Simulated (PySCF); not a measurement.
**BCl (SMILES [B]Cl) at CCSDT/STO-3G**

Aim: the energy change on altering one bond length of BCl at CCSDT/STO-3G, from 2 runs. Input form: a Python script.

Program for the calculation: PySCF 2.14.0.

12 further runs of the same task are left out: 3 that didn't finish, 9 set aside as unsound or not needed.

## 1. The molecule

BCl: 2 atoms, total charge 0, spin state singlet. As SMILES, `[B]Cl`. The shape is that of a GFN2-xTB optimisation.

Bond lengths: B1–Cl2 1.579 Å.

## 2. The energy at CCSDT/STO-3G

Input file job.py:

```python
# BCl
from pyscf import gto, scf, cc

mol = gto.Mole()
mol.atom = '''
B        0.000000       0.000000       0.000000
Cl       0.000000       0.000000       1.578530
'''
mol.verbose = 3
mol.max_memory = 1860
mol.basis = 'sto-3g'
mol.spin = 0
mol.build()

hf = scf.RHF(mol)
hf.conv_tol = 1e-10
hf.kernel()
if not hf.converged:
    hf = hf.newton().run(hf.mo_coeff, hf.mo_occ)

mycc = cc.CCSDT(hf, frozen=6)
mycc.kernel()
e_final = mycc.e_tot
print(f'total energy: {e_final:.8f} hartree')
```

The run is started by

```sh
OMP_NUM_THREADS=1 python job.py
```

What it wrote:

```text
converged SCF energy = -478.825500565346
_make_eris_incore_RCCSDT

WARN: A large `blksize` is being used, which may cause large memory consumption
      for storing contraction intermediates. If memory is sufficient, consider using
      `pyscf.cc.rccsdt_highm.RCCSDT` instead.

WARN: A large `blksize_oovv` is being used, which may cause large memory consumption
      for storing contraction intermediates. If memory is sufficient, consider using
      `pyscf.cc.rccsdt_highm.RCCSDT` instead.

WARN: A large `blksize_oooo` is being used, which may cause large memory consumption
      for storing contraction intermediates. If memory is sufficient, consider using
      `pyscf.cc.rccsdt_highm.RCCSDT` instead.

RCCSDT converged
E(RCCSDT) = -478.8885563529485   E_corr = -0.06305578760248509
E_corr(same-spin) = -0.00783633249196088
E_corr(oppo-spin) = -0.0552194551105242
total energy: -478.88855635 hartree
```

It took 1.2 s on 1 thread of Arm Neoverse N1, shared host; peak memory 0.1 GiB.

## 3. The distorted shape at the same level

Input file calc.py:

```python
from pyscf import gto, cc

mol = gto.M(
    atom='B 0.000000 0.000000 -1.262870; Cl 0.000000 0.000000 1.578530',
    spin=0,
    max_memory=1860,
    basis='sto-3g',
    verbose=3,
)

calc0 = mol.RHF()
calc0.conv_tol = 1e-10
calc0.kernel()
if not calc0.converged:
    calc0 = calc0.newton().run(calc0.mo_coeff, calc0.mo_occ)

mycc = cc.CCSDT(calc0, frozen=6)
mycc.kernel()
e_tot = mycc.e_tot
print('E = %.10f Eh' % e_tot)
```

The run is started by

```sh
OMP_NUM_THREADS=1 python calc.py
```

What it wrote:

```text
converged SCF energy = -478.698436253305
_make_eris_incore_RCCSDT

WARN: A large `blksize` is being used, which may cause large memory consumption
      for storing contraction intermediates. If memory is sufficient, consider using
      `pyscf.cc.rccsdt_highm.RCCSDT` instead.

WARN: A large `blksize_oovv` is being used, which may cause large memory consumption
      for storing contraction intermediates. If memory is sufficient, consider using
      `pyscf.cc.rccsdt_highm.RCCSDT` instead.

WARN: A large `blksize_oooo` is being used, which may cause large memory consumption
      for storing contraction intermediates. If memory is sufficient, consider using
      `pyscf.cc.rccsdt_highm.RCCSDT` instead.

RCCSDT converged
E(RCCSDT) = -478.785709996069   E_corr = -0.08727374276444951
E_corr(same-spin) = -0.00276649074034438
E_corr(oppo-spin) = -0.0845072520241051
E = -478.7857099961 Eh
```

It took 1.6 s on 1 thread of Arm Neoverse N1, shared host; peak memory 0.12 GiB.

## 4. Results

At CCSDT/STO-3G, 6 core orbitals frozen:

| quantity | value |
| --- | --- |
| first shape: total energy | -478.88856 Eh |
| first shape: dipole moment (Hartree–Fock density) | 0.54 D |
| first shape: HOMO energy (Hartree–Fock orbitals) | -7.74 eV |
| first shape: LUMO energy (Hartree–Fock orbitals) | 7.08 eV |
| first shape: HOMO–LUMO gap (Hartree–Fock orbitals) | 14.82 eV |
| first shape: correlation energy (6 core orbitals frozen) | -63.1 mEh |
| first shape: T1 diagnostic | 0.013 |
| distorted shape: total energy | -478.78571 Eh |
| distorted shape: dipole moment (Hartree–Fock density) | 7.36 D |
| distorted shape: HOMO energy (Hartree–Fock orbitals) | -6.61 eV |
| distorted shape: LUMO energy (Hartree–Fock orbitals) | 2.92 eV |
| distorted shape: HOMO–LUMO gap (Hartree–Fock orbitals) | 9.53 eV |
| distorted shape: correlation energy (6 core orbitals frozen) | -87.3 mEh |
| distorted shape: T1 diagnostic | 0.054 |
| energy change with the B1–Cl2 bond stretched from 1.579 to 2.841 Å | 2.799 eV |

**Reading.** With the B1–Cl2 bond stretched from 1.579 to 2.841 Å the energy rises by 2.80 eV (270 kJ/mol). The first shape isn't relaxed at this level, so the change isn't measured from a minimum. The minimal basis adds a large error of its own. The T1 diagnostic (distorted shape) of 0.054 is above the customary mark for such species, so a single reference may not serve.
